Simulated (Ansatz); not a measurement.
Ansatz (a first-principles code) input (B3LYP-D3(BJ)/def2-TZVP):

Ansatz 0.2 input:
```yaml
crystal:
  periodic: [false, false, false]
  atoms:
    - {symbol: C, position_ang: [-0.25707630, 0.17154252, -0.00050422]}
    - {symbol: O, position_ang: [0.25831869, 1.29780427, -0.01294596]}
    - {symbol: O, position_ang: [-1.33002752, -0.37085156, 0.00890574]}
    - {symbol: C, position_ang: [1.05465506, -0.86855523, 0.00357654]}
    - {symbol: H, position_ang: [1.99464496, -0.33387121, -0.00521180]}
    - {symbol: H, position_ang: [0.90052178, -1.44156834, 0.91320689]}
    - {symbol: H, position_ang: [0.89303133, -1.45810589, -0.89410728]}
basis:
  gaussian:
    orbitals: def2-TZVP
hamiltonian:
  xc: b3lyp
  dispersion: d3bj
magnetization: {spin_polarized: true, initial_magnetization: 1}
phonons: {temperatures: {t_min: 298.15, t_max: 298.15, t_step: 100}}
```

Output:

```
Functional definition: B3LYP
integrals: 0.04 GiB planned
794 factors; their error is unknown
mean field: 0.61 GiB planned
mean field evaluation 1: about -6212.1840 eV, gradient 4.0e1 eV
mean field evaluation 2: about -6207.0203 eV, gradient 5.6e1 eV
mean field evaluation 4: about -6217.7730 eV, gradient 5.6e0 eV
mean field evaluation 8: about -6217.8828 eV, gradient 2.3e-1 eV
mean field evaluation 16: about -6217.8858 eV, gradient 3.5e-3 eV
mean field evaluation 32: about -6217.8858 eV, gradient 6.5e-6 eV
mean field -6217.88579309 eV, -228.5030882617 hartree, gradient 6.5e-6 eV, S^2 0.755489; 3 other end points of the search recorded, 0 dependent functions left out
the calculation of the forces begins
reference -6217.88599622 eV, -228.5030957268 hartree; 16, 15 occupied and 126, 127 virtual orbitals, 794 factors
these checks for a lower state are left out or cut short: stability, starts, cluster_reference, orbital_swaps, neighbouring_geometries, increment
integrals: 0.04 GiB planned
794 factors; their error is unknown
mean field: 0.61 GiB planned
mean field -6217.88569322 eV, -228.5030845917 hartree, gradient 1.9e-6 eV, S^2 0.755491; 0 other end points of the search recorded, 0 dependent functions left out
the calculation of the forces begins
reference -6217.88589636 eV, -228.5030920567 hartree; 16, 15 occupied and 126, 127 virtual orbitals, 794 factors
these checks for a lower state are left out or cut short: stability, starts, cluster_reference, orbital_swaps, neighbouring_geometries, increment
integrals: 0.04 GiB planned
794 factors; their error is unknown
mean field: 0.61 GiB planned
mean field -6217.88568763 eV, -228.5030843862 hartree, gradient 2.2e-6 eV, S^2 0.755487; 0 other end points of the search recorded, 0 dependent functions left out
the calculation of the forces begins
reference -6217.88589077 eV, -228.5030918514 hartree; 16, 15 occupied and 126, 127 virtual orbitals, 794 factors
these checks for a lower state are left out or cut short: stability, starts, cluster_reference, orbital_swaps, neighbouring_geometries, increment
integrals: 0.04 GiB planned
794 factors; their error is unknown
mean field: 0.61 GiB planned
mean field -6217.88565836 eV, -228.5030833106 hartree, gradient 1.8e-6 eV, S^2 0.755481; 0 other end points of the search recorded, 0 dependent functions left out
the calculation of the forces begins
reference -6217.88586147 eV, -228.5030907747 hartree; 16, 15 occupied and 126, 127 virtual orbitals, 794 factors
these checks for a lower state are left out or cut short: stability, starts, cluster_reference, orbital_swaps, neighbouring_geometries, increment
integrals: 0.04 GiB planned
794 factors; their error is unknown
mean field: 0.61 GiB planned
mean field -6217.88567050 eV, -228.5030837566 hartree, gradient 1.7e-6 eV, S^2 0.755498; 0 other end points of the search recorded, 0 dependent functions left out
the calculation of the forces begins
reference -6217.88587366 eV, -228.5030912227 hartree; 16, 15 occupied and 126, 127 virtual orbitals, 794 factors
these checks for a lower state are left out or cut short: stability, starts, cluster_reference, orbital_swaps, neighbouring_geometries, increment
integrals: 0.04 GiB planned
794 factors; their error is unknown
mean field: 0.61 GiB planned
mean field evaluation 64: about -6217.8832 eV, gradient 4.6e-4 eV
mean field -6217.88568013 eV, -228.5030841105 hartree, gradient 1.7e-6 eV, S^2 0.755505; 0 other end points of the search recorded, 0 dependent functions left out
the calculation of the forces begins
reference -6217.88588326 eV, -228.5030915753 hartree; 16, 15 occupied and 126, 127 virtual orbitals, 794 factors
these checks for a lower state are left out or cut short: stability, starts, cluster_reference, orbital_swaps, neighbouring_geometries, increment
[...]
the calculation of the forces begins
reference -6217.88591561 eV, -228.5030927642 hartree; 16, 15 occupied and 126, 127 virtual orbitals, 794 factors
these checks for a lower state are left out or cut short: stability, starts, cluster_reference, orbital_swaps, neighbouring_geometries, increment
integrals: 0.04 GiB planned
794 factors; their error is unknown
mean field: 0.61 GiB planned
mean field evaluation 128: about -6217.8857 eV, gradient 1.6e-6 eV
mean field -6217.88567054 eV, -228.5030837579 hartree, gradient 1.7e-6 eV, S^2 0.755474; 0 other end points of the search recorded, 0 dependent functions left out
the calculation of the forces begins
reference -6217.88587367 eV, -228.5030912229 hartree; 16, 15 occupied and 126, 127 virtual orbitals, 794 factors
these checks for a lower state are left out or cut short: stability, starts, cluster_reference, orbital_swaps, neighbouring_geometries, increment
integrals: 0.04 GiB planned
794 factors; their error is unknown
mean field: 0.61 GiB planned
mean field -6217.88567704 eV, -228.5030839970 hartree, gradient 1.8e-6 eV, S^2 0.755505; 0 other end points of the search recorded, 0 dependent functions left out
the calculation of the forces begins
reference -6217.88588018 eV, -228.5030914622 hartree; 16, 15 occupied and 126, 127 virtual orbitals, 794 factors
these checks for a lower state are left out or cut short: stability, starts, cluster_reference, orbital_swaps, neighbouring_geometries, increment
integrals: 0.04 GiB planned
794 factors; their error is unknown
mean field: 0.61 GiB planned
mean field -6217.88564795 eV, -228.5030829280 hartree, gradient 1.8e-6 eV, S^2 0.755498; 0 other end points of the search recorded, 0 dependent functions left out
the calculation of the forces begins
reference -6217.88585108 eV, -228.5030903927 hartree; 16, 15 occupied and 126, 127 virtual orbitals, 794 factors
these checks for a lower state are left out or cut short: stability, starts, cluster_reference, orbital_swaps, neighbouring_geometries, increment
integrals: 0.04 GiB planned
794 factors; their error is unknown
mean field: 0.61 GiB planned
mean field -6217.88563997 eV, -228.5030826348 hartree, gradient 1.8e-6 eV, S^2 0.755481; 0 other end points of the search recorded, 0 dependent functions left out
the calculation of the forces begins
reference -6217.88584312 eV, -228.5030901002 hartree; 16, 15 occupied and 126, 127 virtual orbitals, 794 factors
these checks for a lower state are left out or cut short: stability, starts, cluster_reference, orbital_swaps, neighbouring_geometries, increment
integrals: 0.04 GiB planned
794 factors; their error is unknown
mean field: 0.61 GiB planned
mean field -6217.88575310 eV, -228.5030867922 hartree, gradient 1.0e-6 eV, S^2 0.755489; 0 other end points of the search recorded, 0 dependent functions left out
the calculation of the forces begins
reference -6217.88595628 eV, -228.5030942590 hartree; 16, 15 occupied and 126, 127 virtual orbitals, 794 factors
these checks for a lower state are left out or cut short: stability, starts, cluster_reference, orbital_swaps, neighbouring_geometries, increment
integrals: 0.04 GiB planned
794 factors; their error is unknown
mean field: 0.61 GiB planned
mean field evaluation 160: about -6217.8830 eV, gradient 2.7e-1 eV
mean field -6217.88575730 eV, -228.5030869463 hartree, gradient 1.8e-6 eV, S^2 0.755490; 0 other end points of the search recorded, 0 dependent functions left out
the calculation of the forces begins
reference -6217.88596038 eV, -228.5030944097 hartree; 16, 15 occupied and 126, 127 virtual orbitals, 794 factors
these checks for a lower state are left out or cut short: stability, starts, cluster_reference, orbital_swaps, neighbouring_geometries, increment
integrals: 0.04 GiB planned
794 factors; their error is unknown
mean field: 0.61 GiB planned
mean field -6217.88575809 eV, -228.5030869756 hartree, gradient 2.2e-6 eV, S^2 0.755491; 0 other end points of the search recorded, 0 dependent functions left out
the calculation of the forces begins
reference -6217.88596126 eV, -228.5030944419 hartree; 16, 15 occupied and 126, 127 virtual orbitals, 794 factors
these checks for a lower state are left out or cut short: stability, starts, cluster_reference, orbital_swaps, neighbouring_geometries, increment
integrals: 0.04 GiB planned
794 factors; their error is unknown
mean field: 0.61 GiB planned
mean field -6217.88572983 eV, -228.5030859370 hartree, gradient 1.8e-6 eV, S^2 0.755488; 0 other end points of the search recorded, 0 dependent functions left out
the calculation of the forces begins
reference -6217.88593293 eV, -228.5030934008 hartree; 16, 15 occupied and 126, 127 virtual orbitals, 794 factors
these checks for a lower state are left out or cut short: stability, starts, cluster_reference, orbital_swaps, neighbouring_geometries, increment
integrals: 0.04 GiB planned
794 factors; their error is unknown
mean field: 0.61 GiB planned
mean field -6217.88578689 eV, -228.5030880337 hartree, gradient 2.3e-6 eV, S^2 0.755490; 0 other end points of the search recorded, 0 dependent functions left out
the calculation of the forces begins
reference -6217.88599002 eV, -228.5030954989 hartree; 16, 15 occupied and 126, 127 virtual orbitals, 794 factors
these checks for a lower state are left out or cut short: stability, starts, cluster_reference, orbital_swaps, neighbouring_geometries, increment
integrals: 0.04 GiB planned
794 factors; their error is unknown
mean field: 0.61 GiB planned
mean field evaluation 192: about -6217.8858 eV, gradient 2.3e-6 eV
mean field -6217.88576849 eV, -228.5030873578 hartree, gradient 2.3e-6 eV, S^2 0.755489; 0 other end points of the search recorded, 0 dependent functions left out
the calculation of the forces begins
reference -6217.88597163 eV, -228.5030948228 hartree; 16, 15 occupied and 126, 127 virtual orbitals, 794 factors
these checks for a lower state are left out or cut short: stability, starts, cluster_reference, orbital_swaps, neighbouring_geometries, increment
integrals: 0.04 GiB planned
794 factors; their error is unknown
mean field: 0.61 GiB planned
mean field -6217.88573956 eV, -228.5030862946 hartree, gradient 1.8e-6 eV, S^2 0.755489; 0 other end points of the search recorded, 0 dependent functions left out
the calculation of the forces begins
reference -6217.88594267 eV, -228.5030937586 hartree; 16, 15 occupied and 126, 127 virtual orbitals, 794 factors
these checks for a lower state are left out or cut short: stability, starts, cluster_reference, orbital_swaps, neighbouring_geometries, increment
integrals: 0.04 GiB planned
794 factors; their error is unknown
mean field: 0.61 GiB planned
mean field -6217.88577060 eV, -228.5030874353 hartree, gradient 1.2e-6 eV, S^2 0.755489; 0 other end points of the search recorded, 0 dependent functions left out
the calculation of the forces begins
reference -6217.88597377 eV, -228.5030949014 hartree; 16, 15 occupied and 126, 127 virtual orbitals, 794 factors
these checks for a lower state are left out or cut short: stability, starts, cluster_reference, orbital_swaps, neighbouring_geometries, increment
integrals: 0.04 GiB planned
794 factors; their error is unknown
mean field: 0.61 GiB planned
mean field -6217.88572461 eV, -228.5030857449 hartree, gradient 1.8e-6 eV, S^2 0.755490; 0 other end points of the search recorded, 0 dependent functions left out
the calculation of the forces begins
reference -6217.88592777 eV, -228.5030932110 hartree; 16, 15 occupied and 126, 127 virtual orbitals, 794 factors
these checks for a lower state are left out or cut short: stability, starts, cluster_reference, orbital_swaps, neighbouring_geometries, increment
integrals: 0.04 GiB planned
794 factors; their error is unknown
mean field: 0.61 GiB planned
mean field -6217.88570409 eV, -228.5030849909 hartree, gradient 1.8e-6 eV, S^2 0.755489; 0 other end points of the search recorded, 0 dependent functions left out
the calculation of the forces begins
reference -6217.88590719 eV, -228.5030924550 hartree; 16, 15 occupied and 126, 127 virtual orbitals, 794 factors
Total energy: -6218.05612371 eV, -228.5093477965 hartree
Atom 0 at    -0.257076     0.171543    -0.000504 Å, force    -0.001174    -0.000312     0.000008 eV/Å
Atom 1 at     0.258319     1.297804    -0.012946 Å, force     0.000504     0.000312    -0.000005 eV/Å
Atom 2 at    -1.330028    -0.370852     0.008906 Å, force     0.000445     0.000019    -0.000002 eV/Å
Atom 3 at     1.054655    -0.868555     0.003577 Å, force    -0.000331     0.000359    -0.000002 eV/Å
Atom 4 at     1.994645    -0.333871    -0.005212 Å, force     0.001065     0.000713    -0.000011 eV/Å
Atom 5 at     0.900522    -1.441568     0.913207 Å, force    -0.000250    -0.000535     0.001061 eV/Å
Atom 6 at     0.893031    -1.458106    -0.894107 Å, force    -0.000259    -0.000554    -0.001049 eV/Å
Dipole moment:     0.506341    -0.320699     0.000836 e Å
Vibrations: 91.57 127.80 406.10 590.72 617.73 894.81 939.77 1122.45 1316.47 1422.38 1468.56 1718.39 3079.10 3190.72 3222.47 cm⁻¹, zero-point energy 1.252802 eV
```

It need not be the lowest isomer of its formula.
